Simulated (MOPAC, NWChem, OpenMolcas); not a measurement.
## How methods differ on CClF3 (SMILES FC(F)(F)Cl)

CClF3 has 5 atoms, charge 0, and is taken as a singlet. SMILES: `FC(F)(F)Cl`. The shape is that of a PBE0-D4/def2-TZVP optimisation.

Quantity: the dipole moment, in D. The values are calculated.

**What was measured.** NIST CCCBDB gives the dipole moment of the gas as 0.50 D.

| level | kind | program | value (D) | computed − measured | CPU time |
| --- | --- | --- | --- | --- | --- |
| MNDO | semi-empirical | MOPAC | 0.53 | +0.03 | under 2 s |
| HF/def2-SVPD | Hartree–Fock | NWChem | 0.54 | +0.04 | 44 s |
| SVWN5/def2-SVPD | LDA | OpenMolcas | 0.31 | -0.19 | 34 s |
| BLYP/def2-SVPD | GGA | OpenMolcas | 0.31 | -0.19 | 43 s |
| r2SCAN/def2-SVPD | meta-GGA | OpenMolcas | 0.26 | -0.24 | 51 s |
| M06-2X/def2-SVPD | hybrid meta-GGA | NWChem | 0.41 | -0.09 | 29 s |
| CAM-B3LYP/def2-SVPD | range-separated hybrid | NWChem | 0.44 | -0.06 | 2.1 min |

Nearest: MNDO (+0.03 D); farthest: r2SCAN/def2-SVPD (-0.24 D). The measured dipole is a vibrational average, so differences of a few hundredths of a debye mean little. Computed less measured by kind, in D (def2-SVPD rows): semi-empirical +0.03; Hartree–Fock +0.04; LDA -0.19; GGA -0.19; meta-GGA -0.24; global hybrid -0.09; range-separated hybrid -0.06. Magnitudes only: a small dipole may point the other way at some levels. Times are those of the runs behind each value, whatever else they computed, on shared processors of several kinds: orders of magnitude only.
